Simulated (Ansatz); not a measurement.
# Relative stability

Two relaxed structures of CH2NSi, doublet (PBE0-D4/def2-TZVP; forces vanish, vibrations not checked).

A:

C1  (0.322, -0.220, 0.518)
N2  (1.273, -0.308, 1.225)
Si3  (-1.279, -0.073, -0.347)
H4  (2.059, -0.928, 1.343)
H5  (-0.541, 0.717, -1.420)
(Å)

B:

C1  (0.805, -0.865, 1.842)
N2  (0.430, -0.432, 0.817)
Si3  (0.019, 0.121, -0.771)
H4  (-1.313, -0.427, -1.121)
H5  (0.058, 1.603, -0.767)
(Å)

Ansatz 0.2.0; basis: def2-TZVPP; cores frozen in the correlated methods; orbitals are unrestricted. B3LYP uses VWN-RPA correlation.

(1) Which structure is lower at CCSD(T), and by how much? (Judge from chemistry; the value comes from the calculation.)

No T1 diagnostic of these runs exceeds 0.022. ⟨S²⟩ of the unrestricted Hartree–Fock references: 0.76 to 0.78 (a pure state has 0.75).

Answers

(1) The calculation gives: B, by 86.7 kJ/mol (electronic energy, against the other). By their contacts, A is CH₂NSi ([NH][C][SiH]) and B is CH₂NSi ([C][N][SiH2]).

All methods give the same order:

```csv
method,E(B) − E(A) (kJ/mol)
PBE-D4,-36.1
r2SCAN-D4,-59.3
PBE0-D4,-58.6
B3LYP-D4,-67.1
wB97M-V,-74.8
HF,-155.9
MP2,-93.0
CCSD,-95.7
CCSD(T),-86.7
```

Labels in which every atom is bracketed show which atoms are joined, not bond orders.

For scale, one of the runs: CCSD(T)/def2-TZVPP, 132 basis functions, launched by `ansatz run in.yaml --threads 2 --pin off --events-out ev --progress --plain --max-ram 4352MiB`. Time: 33 s of wall clock on 2 CPU threads of an Arm Neoverse V1; the host was shared. Peak host memory: 1.4 GiB.
